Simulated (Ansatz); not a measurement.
Chalcopyrite CdSnAs2 was calculated with r²SCAN-D4 (plane waves, PAW; Ansatz, a first-principles code).

Settings: plane-wave cutoff 560 eV, 8×8×8 k mesh, Fermi–Dirac smearing 0.01 eV, scalar-relativistic PAW data made under PBE.

Shape and atoms are relaxed at each volume.

Pressure at four volumes; x = ln(V/28.043 Å³). One pressure is withheld.

| V (Å³/atom) | x | P (GPa) |
|---|---|---|
| 26.921 | -0.0408 | ? |
| 27.482 | -0.0202 | 1.20 |
| 28.043 | 0.0000 | 0.00 |
| 29.165 | 0.0392 | -2.04 |

### Question
Pass a parabola P(x) through the three rows shown, estimate the bulk modulus and its pressure derivative near zero pressure, and predict the withheld pressure.

### Answer
Slopes between the rows: (0.00 − (1.20))/(0.0000 − (-0.0202)) = -59.41 and (-2.04 − (0.00))/(0.0392 − (0.0000)) = -52.04 GPa. Their difference over the span 0.0594 is c = 7.37/0.0594 = 124.1 GPa, so P(x) = 1.20 + (-59.41)(x − (-0.0202)) + 124.1 (x − (-0.0202))(x − (0.0000)). At the middle row B = −dP/dx = −[-59.41 + 124.1 × 0.0202] = 56.9 GPa, and B′ = dB/dP = 2c/B = 4.4. At x = -0.0408 the parabola gives 2.53 GPa; the run gives 2.56 GPa. The Birch–Murnaghan fit to the energies at all volumes has B0 = 56.9 GPa and B′ = 4.6.

Note: the relaxation could not lower the start's symmetry, so the cell can be a saddle point above a distorted one; the bulk modulus comes from volumes at which shape and atoms were relaxed.

Spin–orbit coupling is not included.
